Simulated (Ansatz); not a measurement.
## Ta₂O₅: computed properties

These are results of DFT PBEsol, scalar-relativistic, plane waves, PAW in Ansatz 0.2.0, not measurements.

Cutoff 420 eV; k points 6×8×4 on the computed 14-atom cell (Γ-centred); Gaussian smearing, width 0.02 eV; no spin polarisation.

The structure is relaxed at this level of theory with its symmetry kept. Whether it is the stable form of this composition wasn't checked.

```
Ta O
1.0
     6.19554    0.00000    0.00012
     0.00000    3.78693    0.00000
     0.00001    0.00000    7.32643
Ta O
4 10
Direct
  0.97940 0.00000 0.98805
  0.03131 0.00000 0.48805
  0.53131 0.00000 0.22736
  0.47940 0.00000 0.72736
  0.95369 0.50000 0.94957
  0.05704 0.50000 0.44957
  0.55701 0.50000 0.26585
  0.45369 0.50000 0.76587
  0.25534 0.00000 0.10772
  0.86586 0.00000 0.24738
  0.75537 0.00000 0.60772
  0.36588 0.00000 0.46806
  0.14485 0.00000 0.74738
  0.64485 0.00000 0.96805
```

- Space group: Pbam (No. 55)
- Volume per atom: 12.28 Å³
- Formation energy from the elements' standard states (uncorrected): -2.869 eV/atom
- Kohn–Sham band gap: 2.17 eV, direct at Z
- Löwdin character of the top 1 eV of the valence band: O 2p 97 %
- Löwdin character of the lowest 1 eV of the conduction band: Ta 5d 86 %, O 2p 10 %
- Electron masses at the edge by Cartesian direction of the standard setting (m_e; degenerate bands sorted by energy; no spin-orbit coupling): x: 0.62; y: 0.29; z: 14
- Hole masses at the edge by Cartesian direction of the standard setting (m_e; degenerate bands sorted by energy; no spin-orbit coupling): x: 2.1; y: 2.7; z: 1.0
- Electronic dielectric constant xx, yy, zz of the standard setting (independent particles): 5.7, 5.4, 7.1

Spin-orbit coupling is left out, which matters for the bands of heavy elements.

Cost: 12 runs of about 82 core-minutes in all, on Oxide Virtual Turin-like Processor (Zen 5) (shared hosts).